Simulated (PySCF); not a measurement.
Gas-phase reaction: 2 H₂BNH₂ + 3 Cl₂ ⇌ 2 BCl₃.NH₃ + H₂

Energies from PySCF, thermal terms from the rigid-rotor harmonic-oscillator model, ideal gas at 1 bar. † marks an energy on the PBE0/def2-TZVP geometry and frequencies; other levels use their own. CCSD(T) freezes the core. All species are closed-shell singlets. B3LYP is the form with VWN-RPA correlation. Adducts (BCl₃.NH₃) have no counterpoise correction, and HF, PBE, BLYP, B3LYP and PBE0 lack dispersion. H₂BNH₂, BCl₃.NH₃: computed as isolated molecules; such fragments, hydroxides, amides, oligomers or adducts are transient or little studied in the gas. CCSD(T) isn't extrapolated to the basis-set limit; its ΔH°(298 K) is -1023.1 kJ in def2-SVP and -942.2 kJ in def2-TZVPP. The harmonic model lacks anharmonicity and excited electronic states, which grow with temperature; levels with a mode under 35 cm⁻¹ are left out. Internal rotation in BCl₃.NH₃ is treated as a harmonic vibration of one conformer, which makes the entropy rough.

```
level                ΔE electronic, kJ  ΔH°(298 K), kJ  ΔS°(298 K), J/K  ΔG°(2500 K), kJ
-------------------  -----------------  --------------  ---------------  ---------------
B3LYP/def2-TZVP†                  -844            -827             -332              -78
CCSD(T)/def2-TZVPP†               -960            -942             -332             -194
HF/def2-TZVP†                     -880            -863             -332             -114
PBE0/def2-QZVP†                   -927            -910             -332             -161
PBE0/def2-SVP†                   -1057           -1040             -332             -291
PBE0/def2-TZVP                    -936            -918             -332             -170
LDA/def2-TZVP†                   -1008            -990             -332             -242
```
ΔH° is lowest at PBE0/def2-SVP† and highest at B3LYP/def2-TZVP†. No reference value is set beside these.
